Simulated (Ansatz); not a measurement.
**Predicting a hybrid from its neighbours: CH6N2 (methylhydrazine)**

CH6N2: 9 atoms, total charge 0, spin state singlet. As SMILES, `CNN`. The coordinates come from a PBE0-D4/def2-TZVP relaxation. This is one conformer, not always the lowest.

The HOMO–LUMO gap y, in eV, basis cc-pVDZ; a is the functional's share of exact exchange. Programs: Ansatz 0.2.0.

| functional | program | a | y (eV) |
| --- | --- | --- | --- |
| BLYP | Ansatz | 0 | 5.44 |
| PBE | Ansatz | 0 | 5.61 |
| B3LYP | Ansatz | 0.2 | ? |
| r2SCAN0 | Ansatz | 0.25 | 8.85 |
| PBE0 | Ansatz | 0.25 | 8.13 |
| BHLYP | Ansatz | 0.5 | 10.33 |

Question: Fit y = c + s·a to the known rows and predict B3LYP.

Answer: 
1. Means of the 5 rows: a = 0.2000, y = 7.672.
2. Σ(Δa)² = 0.175, Σ(Δa·Δy) = 1.738, so the slope is 1.738/0.175 = 9.9314.
3. Intercept: 7.672 − (9.9314) × 0.2000 = 5.686. The largest residual of the fit is 0.68.
4. B3LYP: 5.686 + (9.9314) × 0.2 = 7.67 eV.

The run gave 7.46 eV, so the prediction is off by +0.21 eV, within the scatter of the fit. Exact exchange lowers occupied levels and raises empty ones. The rows mix families of semi-local functionals, which the line can't see.
